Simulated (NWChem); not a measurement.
System: C$_{2}$H$_{3}$O, doublet; SMILES O=[C]C

NWChem input:

```
start job
memory heap 200 mb stack 900 mb global 1100 mb
geometry units angstroms noautosym nocenter noautoz
  C      0.102473     1.165886     0.000000
  C     -0.429450    -0.242817     0.000000
  O      0.173369    -1.272904     0.000000
  H     -0.296256     1.696967     0.887856
  H     -0.296256     1.696967    -0.887856
  H      1.214083     1.192052     0.000000
end
basis spherical
  * library def2-svp
end
dft
  odft
  mult 2
  xc pbe0
  iterations 150
end
cosmo
  do_cosmo_smd true
  solvent ethanol
end
task dft energy
```

Parts of the log:

```
             Northwest Computational Chemistry Package (NWChem) 7.3.0
             --------------------------------------------------------

                             Geometry "geometry" -> ""
                             -------------------------

 Output coordinates in angstroms (scale by  1.889725989 to convert to a.u.)

  No.       Tag          Charge          X              Y              Z
 ---- ---------------- ---------- -------------- -------------- --------------
    1 C                    6.0000     0.10247300     1.16588600     0.00000000
    2 C                    6.0000    -0.42945000    -0.24281700     0.00000000
    3 O                    8.0000     0.17336900    -1.27290400     0.00000000
    4 H                    1.0000    -0.29625600     1.69696700     0.88785600
    5 H                    1.0000    -0.29625600     1.69696700    -0.88785600
    6 H                    1.0000     1.21408300     1.19205200     0.00000000

 Effective nuclear repulsion energy (a.u.)      62.5146835111

                                 NWChem DFT Module
                                 -----------------

 Summary of "ao basis" -> "ao basis" (spherical)
 ------------------------------------------------------------------------------
       Tag                 Description            Shells   Functions and Types
 ---------------- ------------------------------  ------  ---------------------
 C                          def2-svp                 6       14   3s2p1d
 O                          def2-svp                 6       14   3s2p1d
 H                          def2-svp                 3        5   2s1p

 in cosmo_initialize ...
 calling solv_data for solv:ethanol

 solvent parameters
 solvname_short: ethanol
 solvname_long:  ethanol
 dielec:       24.8520
 dielecinf:     1.8526
 nonaqueous SMD model solvent descriptors
 dielec:       24.8520
 sola:          0.3700
 solb:          0.4800
 solc:          0.0000
 solg:         31.6200
 solh:          0.0000
 soln:          1.3611

          ---------------
          -cosmo- solvent
          ---------------
 Cosmo: York-Karplus, doi: 10.1021/jp992097l
 dielectric constant -eps-     =  24.85
 screen = (eps-1)/(eps    )    =   0.95976
 surface charge correction     = lagrangian

   van der Waals surface
 --------------------------

 ---------- ATOMIC COORDINATES (A.U.) ------------ VDWR(ANG.) --
     1    0.19364589    2.20320507    0.00000000     1.850
     2   -0.81154283   -0.45885760    0.00000000     1.850
     3    0.32761990   -2.40543977    0.00000000     1.628
     4   -0.55984266    3.20680264    1.67780456     1.200
     5   -0.55984266    3.20680264   -1.67780456     1.200
     6    2.29428420    2.25265164    0.00000000     1.200
 number of segments per atom =        128
 number of   points per atom =        128
 atom (   nspa,  nppa )
 ----------------------
    1 (     62,     0 )       0
    2 (     68,     0 )       0
    3 (     82,     0 )       0
    4 (     55,     0 )       0
    5 (     55,     0 )       0
    6 (     56,     0 )       0
 number of -cosmo- surface points =      378
 molecular surface =     74.516 angstrom**2
 molecular volume  =     52.346 angstrom**3
 -lineq- algorithm             =   0
 -bem- low  level              =   3
 -bem- from -octahedral-
 gaussian surface charge width =   4.50000
 degree of switching           =   1.00000
 switching function tolerance  =   0.00010
 atomic radii =
 --------------
    1  6.000  1.850
    2  6.000  1.850
    3  8.000  1.628
    4  1.000  1.200
    5  1.000  1.200
    6  1.000  1.200
 ...... end of -cosmo- initialization ......

 nat:                     6
 ixmem:                  2111
 calling mnsol_interface()
 G(SMD-CDS) energy (kcal/mol)  =     2.664
 SMD-CDS SASA (angstrom**2)    =    97.350

            General Information
            -------------------
          SCF calculation type: DFT
          Wavefunction type:  spin polarized.
          No. of atoms     :     6
          No. of electrons :    23
           Alpha electrons :    12
            Beta electrons :    11
          Charge           :     0
          Spin multiplicity:     2
          Use of symmetry is: off; symmetry adaption is: off
          Maximum number of iterations: 150
          AO basis - number of functions:    57
                     number of shells:    27
          Convergence on energy requested:  1.00D-06
          Convergence on density requested:  1.00D-05
          Convergence on gradient requested:  5.00D-04

              XC Information
              --------------
                         PBE0 Method XC Functional
                     Hartree-Fock (Exact) Exchange  0.250
          PerdewBurkeErnzerhof Exchange Functional  0.750
            Perdew 1991 LDA Correlation Functional  1.000 local
           PerdewBurkeErnz. Correlation Functional  1.000 non-local

             Grid Information
             ----------------
          Grid used for XC integration:  medium
          Radial quadrature: Mura-Knowles
          Angular quadrature: Lebedev.
          Tag              B.-S. Rad. Rad. Pts. Rad. Cut. Ang. Pts.
          ---              ---------- --------- --------- ---------
          C                   0.70       49           8.0       434
          O                   0.60       49           9.0       434
          H                   0.35       45           8.0       434
          Grid pruning is: on
          Number of quadrature shells:   282
          Spatial weights used:  Erf1

      Superposition of Atomic Density Guess
      -------------------------------------

 Sum of atomic energies:        -151.43861195

      Non-variational initial energy
      ------------------------------

 Total energy =    -152.693877
 1-e energy   =    -328.725721
 2-e energy   =     113.517160
 HOMO         =      -0.114187
 LUMO         =       0.011109

[...]

                                COSMO-SMD solvation results
                                ---------------------------

             internal energy in gas <Psi(g)|H|Psi(g)> =      -152.889318281217
         internal energy in solvent <Psi(s)|H|Psi(s)> =      -152.887837953439
                               delta internal energy  =         0.001480327778 (    0.93 kcal/mol)
   total free energy in solvent <Psi(s)|H+V/2|Psi(s)> =      -152.896254477270
 polarization energy contribution <Psi(s)|V/2|Psi(s)> =        -0.008416523832 (   -5.28 kcal/mol)
    total free energy in solvent including G(SMD-CDS) =      -152.892009805487
                       G(SMD-CDS) energy contribution =         0.004244671783 (    2.66 kcal/mol)
     1 M fixed-concentration free energy of solvation =        -0.002691524270 (   -1.69 kcal/mol)

                    DFT Final Alpha Molecular Orbital Analysis
                    ------------------------------------------

 Vector   10  Occ=1.000000D+00  E=-3.987284D-01
              MO Center=  1.4D-01,  3.8D-01, -2.8D-07, r^2= 2.5D+00
   Bfn.  Coefficient  Atom+Function         Bfn.  Coefficient  Atom+Function
  ----- ------------  ---------------      ----- ------------  ---------------
    33     -0.312018  3 O  py                 4      0.294751  1 C  px
    53      0.268156  6 H  s                  5     -0.205886  1 C  py
    32     -0.203887  3 O  px                36     -0.193715  3 O  py
    18     -0.180763  2 C  px                43     -0.176165  4 H  s
    48     -0.176165  5 H  s                 35     -0.133996  3 O  px

 Vector   11  Occ=1.000000D+00  E=-3.986465D-01
              MO Center= -9.6D-03,  2.7D-01,  2.8D-07, r^2= 2.6D+00
   Bfn.  Coefficient  Atom+Function         Bfn.  Coefficient  Atom+Function
  ----- ------------  ---------------      ----- ------------  ---------------
    34      0.403422  3 O  pz                 6     -0.336711  1 C  pz
    37      0.275308  3 O  pz                43     -0.243528  4 H  s
    48      0.243528  5 H  s                  9     -0.163457  1 C  pz
    20      0.162624  2 C  pz                44     -0.091714  4 H  s
    49      0.091714  5 H  s                 23      0.089794  2 C  pz

 Vector   12  Occ=1.000000D+00  E=-2.160259D-01
              MO Center= -3.5D-01, -3.5D-01, -2.8D-10, r^2= 1.8D+00
   Bfn.  Coefficient  Atom+Function         Bfn.  Coefficient  Atom+Function
  ----- ------------  ---------------      ----- ------------  ---------------
    17      0.531620  2 C  s                 18     -0.450190  2 C  px
    32      0.391978  3 O  px                 3     -0.372229  1 C  s
    35      0.329694  3 O  px                21     -0.301305  2 C  px
     5      0.221105  1 C  py                54      0.187228  6 H  s
     8      0.180353  1 C  py                16      0.161691  2 C  s

 Vector   13  Occ=0.000000D+00  E=-2.315446D-02
              MO Center= -2.8D-01, -3.2D-01,  1.1D-09, r^2= 1.8D+00
   Bfn.  Coefficient  Atom+Function         Bfn.  Coefficient  Atom+Function
  ----- ------------  ---------------      ----- ------------  ---------------
    23      0.578070  2 C  pz                20      0.552555  2 C  pz
    37     -0.432812  3 O  pz                34     -0.397938  3 O  pz
    44     -0.194002  4 H  s                 49      0.194002  5 H  s
    43     -0.149789  4 H  s                 48      0.149789  5 H  s
    11     -0.036554  1 C  d -1               6     -0.034696  1 C  pz

 Vector   14  Occ=0.000000D+00  E= 9.471110D-02
              MO Center=  6.5D-02,  1.7D+00,  4.3D-08, r^2= 4.4D+00
   Bfn.  Coefficient  Atom+Function         Bfn.  Coefficient  Atom+Function
  ----- ------------  ---------------      ----- ------------  ---------------
     3      2.772779  1 C  s                 44     -1.286080  4 H  s
    49     -1.286080  5 H  s                 54     -1.025116  6 H  s
    17     -0.558140  2 C  s                  8      0.351400  1 C  py
    21     -0.218065  2 C  px                 2      0.206497  1 C  s
    31      0.186855  3 O  s                  5      0.160782  1 C  py

 Vector   15  Occ=0.000000D+00  E= 1.377755D-01
              MO Center=  9.4D-01,  1.2D+00, -1.4D-08, r^2= 3.5D+00
   Bfn.  Coefficient  Atom+Function         Bfn.  Coefficient  Atom+Function
  ----- ------------  ---------------      ----- ------------  ---------------
    54      1.920901  6 H  s                  7     -1.170208  1 C  px
    44     -0.694619  4 H  s                 49     -0.694619  5 H  s
    17     -0.532966  2 C  s                  4     -0.365885  1 C  px
    31      0.277446  3 O  s                  3     -0.242227  1 C  s
     8      0.185834  1 C  py                53      0.168250  6 H  s

                     DFT Final Beta Molecular Orbital Analysis
                     -----------------------------------------

 Vector    9  Occ=1.000000D+00  E=-4.489485D-01
              MO Center=  1.9D-01,  6.2D-01, -2.0D-09, r^2= 2.1D+00
   Bfn.  Coefficient  Atom+Function         Bfn.  Coefficient  Atom+Function
  ----- ------------  ---------------      ----- ------------  ---------------
     4      0.355789  1 C  px                53      0.285947  6 H  s
    32      0.208222  3 O  px                18      0.189751  2 C  px
     7      0.161225  1 C  px                43     -0.142717  4 H  s
    48     -0.142717  5 H  s                 35      0.137538  3 O  px
     5     -0.122761  1 C  py                33      0.121957  3 O  py

 Vector   10  Occ=1.000000D+00  E=-3.952773D-01
              MO Center= -3.6D-03,  1.8D-01, -3.4D-09, r^2= 2.6D+00
   Bfn.  Coefficient  Atom+Function         Bfn.  Coefficient  Atom+Function
  ----- ------------  ---------------      ----- ------------  ---------------
    34      0.419037  3 O  pz                 6     -0.320939  1 C  pz
    37      0.289447  3 O  pz                43     -0.237444  4 H  s
    48      0.237444  5 H  s                 20      0.166895  2 C  pz
     9     -0.153154  1 C  pz                44     -0.093435  4 H  s
    49      0.093435  5 H  s                 23      0.090446  2 C  pz

 Vector   11  Occ=1.000000D+00  E=-3.667423D-01
              MO Center=  6.7D-03, -3.2D-01,  1.1D-10, r^2= 2.3D+00
   Bfn.  Coefficient  Atom+Function         Bfn.  Coefficient  Atom+Function
  ----- ------------  ---------------      ----- ------------  ---------------
    33      0.340852  3 O  py                32      0.322511  3 O  px
    18      0.226058  2 C  px                35      0.226596  3 O  px
    36      0.225366  3 O  py                 4     -0.194052  1 C  px
    53     -0.191971  6 H  s                  5      0.168765  1 C  py
    43      0.134776  4 H  s                 48      0.134776  5 H  s

 Vector   12  Occ=0.000000D+00  E=-5.316888D-02
              MO Center= -4.4D-01, -2.6D-01, -8.4D-10, r^2= 2.0D+00
   Bfn.  Coefficient  Atom+Function         Bfn.  Coefficient  Atom+Function
  ----- ------------  ---------------      ----- ------------  ---------------
    17      0.752655  2 C  s                  3     -0.666288  1 C  s
    18     -0.415032  2 C  px                54      0.346407  6 H  s
    32      0.341400  3 O  px                35      0.319868  3 O  px
    21     -0.306786  2 C  px                 8      0.231047  1 C  py
     5      0.202364  1 C  py                 2     -0.161110  1 C  s

 Vector   13  Occ=0.000000D+00  E=-4.263157D-03
              MO Center= -2.8D-01, -2.7D-01,  3.0D-09, r^2= 1.9D+00
   Bfn.  Coefficient  Atom+Function         Bfn.  Coefficient  Atom+Function
  ----- ------------  ---------------      ----- ------------  ---------------
    23      0.574479  2 C  pz                20      0.550126  2 C  pz
    37     -0.423194  3 O  pz                34     -0.387416  3 O  pz
    44     -0.243735  4 H  s                 49      0.243735  5 H  s
    43     -0.158533  4 H  s                 48      0.158533  5 H  s
     9      0.066826  1 C  pz                11     -0.038365  1 C  d -1

 Vector   14  Occ=0.000000D+00  E= 9.880885D-02
              MO Center= -5.2D-02,  1.7D+00,  3.9D-08, r^2= 4.3D+00
   Bfn.  Coefficient  Atom+Function         Bfn.  Coefficient  Atom+Function
  ----- ------------  ---------------      ----- ------------  ---------------
     3      2.663271  1 C  s                 44     -1.334674  4 H  s
    49     -1.334674  5 H  s                 54     -0.868047  6 H  s
    17     -0.448676  2 C  s                  8      0.422344  1 C  py
    21     -0.237282  2 C  px                 2      0.191311  1 C  s
    31      0.189735  3 O  s                  5      0.186648  1 C  py

   alpha - beta orbital overlaps
   -----------------------------

   alpha      1      2      3      4      5      6      7      8      9     10
    beta      1      2      3      4      5      6      9      7      8     11
 overlap   1.000  1.000  1.000  1.000  0.999  0.986  0.676  0.739  0.999  0.938

   alpha     11     12     13     14     15     16     17     18     19     20
    beta     10     12     13     14     15     16     17     18     20     19
 overlap   0.999  0.987  0.999  0.994  0.996  0.999  0.975  0.975  0.971  0.998

   alpha     21     22     23     24     25     26     27     28     29     30
    beta     21     22     23     24     25     26     27     28     29     30
 overlap   0.989  0.998  0.977  0.995  0.982  1.000  0.984  0.994  0.997  0.997

[...]
```

Level: PBE0/def2-SVP, spin-unrestricted, SMD on the gas-phase geometry. In the optimisation the excess spin sits in a' (Cs, its own frame). Geometry: optimised at PBE-D3(BJ)/def2-SVP, spin-unrestricted. No stability test was run on the SCF state. Solvent: ethanol.
